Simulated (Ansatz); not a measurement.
Barrier ClH + CH3 (SMILES [CH3]) via CH4Cl, on the benchmark's geometries as Psi4's copy gives them; open shells unrestricted, no zero-point energy, no spin–orbit coupling.
Transition structure (charge 0, multiplicity 2):
```json
[
 {"atom": "C", "x (Å)": "0.2441", "y (Å)": "0.5999", "z (Å)": "1.7024"},
 {"atom": "H", "x (Å)": "-0.6756", "y (Å)": "0.2785", "z (Å)": "2.1729"},
 {"atom": "H", "x (Å)": "0.3519", "y (Å)": "1.6638", "z (Å)": "1.5377"},
 {"atom": "H", "x (Å)": "1.1407", "y (Å)": "0.0658", "z (Å)": "1.9878"},
 {"atom": "H", "x (Å)": "0.0572", "y (Å)": "0.1400", "z (Å)": "0.3971"},
 {"atom": "Cl", "x (Å)": "-0.1376", "y (Å)": "-0.3381", "z (Å)": "-0.9594"}
]
```

Cores are frozen in the correlated methods. CBS(a, b) extrapolates the correlation energy as X⁻³ and adds the Hartree–Fock energy of set b. MP2 and its Hartree–Fock in aug-cc-pV(Q+d)Z are density fitted.

Run with Ansatz (a first-principles code) with Gaussian orbitals. 

Barrier heights (kcal/mol): PBE/def2-TZVPPD -5.78; B3LYP/def2-TZVPPD -1.39; wB97M-V/def2-TZVPPD 0.75; MP2/CBS(aug-cc-pV(T+d)Z, aug-cc-pV(Q+d)Z) + ΔCCSD(T)/aug-cc-pV(T+d)Z 1.76.

Q: With all else equal, by what factor does exp(−ΔE‡/RT) at 298.15 K differ from its value at MP2/CBS(aug-cc-pV(T+d)Z, aug-cc-pV(Q+d)Z) + ΔCCSD(T)/aug-cc-pV(T+d)Z?

A: 
RT = 0.5925 kcal/mol, so the factor is exp(−(ΔE‡ − 1.76)/RT): PBE/def2-TZVPPD 340000; B3LYP/def2-TZVPPD 200; wB97M-V/def2-TZVPPD 5.5. Each 1.36 kcal/mol is a factor of ten. MP2/CBS(aug-cc-pV(T+d)Z, aug-cc-pV(Q+d)Z) + ΔCCSD(T)/aug-cc-pV(T+d)Z is the comparison, a level with limits of its own.
